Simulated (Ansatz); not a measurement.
Saddle point of CH4ClO (charge -1), closed shell ([CH₃Cl ([CH3][Cl]) + OH]⁻ → [CH₄O ([CH3][OH]) + Cl]⁻; bonds formed: C2–O3; bonds broken: Cl1–C2), PBE0-D4/def2-TZVPD structure:

```tsv
atom	x (Å)	y (Å)	z (Å)
Cl1	-2.3012	-0.6129	0.8141
C2	-0.4351	-0.1876	0.1992
O3	1.7321	0.2144	-0.4479
H4	-0.5634	-0.1822	-0.8682
H5	-0.2680	0.7623	0.6742
H6	0.1216	-1.0160	0.5997
H7	1.7138	1.0221	-0.9712
```

Energies are electronic, without zero-point energy. Barriers and step energies count from the start structure reached by relaxing down the imaginary mode; all methods use the PBE0-D4 structures, on which another method's saddle can fall below an end. Program: Ansatz 0.2.0. Basis: def2-TZVPPD, with def2-QZVPPD for the basis limit. Cores are frozen in the correlated methods. B3LYP uses VWN-RPA correlation. Extrapolation: Hartree–Fock as exp(−7.88 √X), correlation as X^−2.97.

```tsv
method	barrier (kJ/mol)	step energy (kJ/mol)
SPW92	-5.0	-222.0
PBE-D4	-4.8	-207.2
BLYP-D4	?	-200.2
r2SCAN-D4	-4.7	-221.8
B97M-V	1.0	-223.6
PBE0-D4	?	-230.8
B3LYP-D4	?	-221.0
r2SCAN0-D4	2.6	-237.7
BHLYP-D4	6.8	-242.5
CAM-B3LYP-D4	6.4	-230.8
wB97X-V	10.1	-230.4
wB97M-V	8.0	-226.6
B2PLYP	3.3	-218.0
PBE-QIDH	8.6	-234.2
RPA on PBE	1.8	-214.3
HF	13.3	-264.2
MP2	12.0	-215.6
CCSD	11.6	-229.9
CCSD(T)	7.9	-221.5
```

Q: Fill in the withheld barriers. (An estimate is asked for; the value comes from the calculation.)

A: The calculation gives: PBE0-D4 2.8; B3LYP-D4 -0.7; BLYP-D4 -7.2 kJ/mol. Each is the energy of the saddle less that of the start structure, by the same method.

For comparison, the barrier by CCSD(T) at an estimated basis limit (MP2 extrapolated from triple and quadruple zeta, plus CCSD(T) − MP2 in triple zeta) is 7.9 kJ/mol.

No T1 diagnostic of these runs exceeds 0.019.

Labels in which every atom is bracketed show which atoms are joined, not bond orders.

For scale, one of the runs: CCSD(T)/def2-TZVPPD, 196 basis functions, launched by `ansatz run in.yaml --threads 2 --pin off --events-out ev --progress --plain --max-ram 4352MiB`. Hardware: 2 CPU threads of an Arm Neoverse V2, shared host. Wall time 62 s; peak host memory 2.3 GiB.
